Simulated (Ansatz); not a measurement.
Process, species as SMILES: C#N (CH-N) → [C]#N (C-N) + H atom
B3LYP-D3(BJ)/def2-TZVP geometries, fixed; electronic energies without zero-point terms.

Effect of the final integration grid (spheres per factor e of radius in core and valence, angular degree) at PBE0/aug-cc-pVTZ with Ansatz (a first-principles code), against the last row, where the bond dissociation energy is 132.43 kcal/mol. Open shells are unrestricted. The default's grid is 13, 11, 36.

```
setting                     largest shift of a total energy (mEh)  shift of the bond dissociation energy (kcal/mol)
--------------------------  -------------------------------------  ------------------------------------------------
accuracy: medium (default)                                  0.000                                             0.000
final_grid: 4, 3, 11                                        0.794                                            -0.532
final_grid: 6, 5, 17                                       -0.052                                             0.001
final_grid: 8, 7, 23                                       -0.006                                             0.001
final_grid: 10, 9, 29                                      -0.001                                             0.000
final_grid: 18, 15, 47                                      0.000                                             0.000
final_grid: 26, 22, 59                                      0.000                                             0.000
```

Within 0.02 kcal/mol in the bond dissociation energy: accuracy: medium (default); final_grid: 6, 5, 17; final_grid: 8, 7, 23; final_grid: 10, 9, 29; final_grid: 18, 15, 47. The largest shift is 0.794 mEh in a total energy and 0.532 kcal/mol in the difference.
